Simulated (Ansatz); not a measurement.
A CCSD(T) single point on C₂H₅Mg, SMILES `[CH2][Mg][CH3]` radical.

```yaml
crystal:
  periodic: [false, false, false]
  atoms:
    - {symbol: C, position_ang: [-1.307498, 1.238312, -1.453050]}
    - {symbol: Mg, position_ang: [-0.138798, 0.135396, -0.173133]}
    - {symbol: C, position_ang: [1.045397, -0.983130, 1.125740]}
    - {symbol: H, position_ang: [-2.085387, 0.836797, -2.107682]}
    - {symbol: H, position_ang: [-1.252229, 2.321492, -1.589179]}
    - {symbol: H, position_ang: [1.387176, -0.388921, 1.979684]}
    - {symbol: H, position_ang: [1.939819, -1.373588, 0.629322]}
    - {symbol: H, position_ang: [0.503819, -1.843558, 1.532498]}
basis:
  gaussian: {orbitals: def2-TZVPP}
magnetization: {spin_polarized: true, initial_magnetization: 1}
correlation: {method: ccsd_t}
scf: {omitted_lower_state_checks: [cluster_reference]}
output: {orbitals: {seedname: orbitals}}
```

```sh
$ ansatz run in.yaml --threads 2 --pin off --events-out ev --progress --plain
```

Log, shortened:

```
Functional definition: HF
1027 factors; integrals over basis functions are off by at most 1.1e-3 eV
mean field evaluation 1: about -7568.1301 eV, gradient 2.2e1 eV
mean field evaluation 2: about -7568.1312 eV, gradient 2.2e1 eV
mean field evaluation 4: about -7570.7085 eV, gradient 1.9e0 eV
mean field evaluation 8: about -7570.7426 eV, gradient 1.1e-3 eV
mean field -7570.74259768 eV, -278.2196588311 hartree, gradient 3.2e-6 eV, S^2 0.760789; 1 other end points of the search recorded, 0 dependent functions left out
3 core orbitals not correlated: weight in the atoms' cores, before any rotation towards them, 1.000 or more for the frozen orbitals, at most 0.000 for the correlated occupied ones
reference -7570.74259768 eV, -278.2196588311 hartree; 12, 11 occupied and 149, 150 virtual orbitals, 1027 factors
second order -14.51008305 eV of doubles, -0.00000000 eV of singles
cycle   1  -15.25498995 eV  change   -7.4e-1 eV  update   6.5e-2
cycle   2  -15.55173395 eV  change   -3.0e-1 eV  update   2.1e-2
cycle   3  -15.59243303 eV  change   -4.1e-2 eV  update   8.5e-3
cycle   4  -15.59060721 eV  change    1.8e-3 eV  update   3.1e-3
cycle   5  -15.59043871 eV  change    1.7e-4 eV  update   1.3e-3
cycle   6  -15.59053586 eV  change   -9.7e-5 eV  update   5.2e-4
cycle   7  -15.59061595 eV  change   -8.0e-5 eV  update   2.1e-4
cycle   8  -15.59066912 eV  change   -5.3e-5 eV  update   9.2e-5
cycle   9  -15.59066138 eV  change    7.7e-6 eV  update   3.9e-5
cycle  10  -15.59065531 eV  change    6.1e-6 eV  update   1.4e-5
perturbative correction -0.43350636 eV, -0.0159310650 hartree
Total energy: -7586.76675936 eV, -278.8085359111 hartree
Checks for a lower state left out: cluster_reference
```

It took 3.8 min on 2 threads of a server CPU on a shared host, with 3.6 GiB of host memory at the peak.

The correlation energy is -16.024 eV, 2.7 % of it from (T); the T1 diagnostic reads 0.0086.
